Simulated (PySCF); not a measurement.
How methods differ on the ionisation energy of H

H 1s1 (2S) → H+ (bare nucleus), as a difference of total energies. Computed with PySCF 2.14 in x2c-QZVPPall with one added diffuse shell each of s, p, d type (5s4p3d1f, 39 functions), with scalar relativity by spin-free X2C-1e. The calculations carry no spin-orbit coupling.

```json
{"method": "UHF", "ionisation energy (eV)": "13.605", "difference from reference (eV)": "+0.007"}
{"method": "LDA", "ionisation energy (eV)": "13.025", "difference from reference (eV)": "-0.573"}
{"method": "PBE", "ionisation energy (eV)": "13.605", "difference from reference (eV)": "+0.007"}
{"method": "PBE0", "ionisation energy (eV)": "13.641", "difference from reference (eV)": "+0.043"}
{"method": "r2SCAN", "ionisation energy (eV)": "13.610", "difference from reference (eV)": "+0.012"}
{"method": "wB97M-V", "ionisation energy (eV)": "13.460", "difference from reference (eV)": "-0.138"}
{"method": "M06", "ionisation energy (eV)": "13.609", "difference from reference (eV)": "+0.011"}
{"method": "BHandHLYP", "ionisation energy (eV)": "13.572", "difference from reference (eV)": "-0.026"}
{"method": "r2SCAN0", "ionisation energy (eV)": "13.608", "difference from reference (eV)": "+0.010"}
```

Reference: 13.598 eV (theoretical estimate listed by NIST; NIST Atomic Spectra Database, ionization energies).
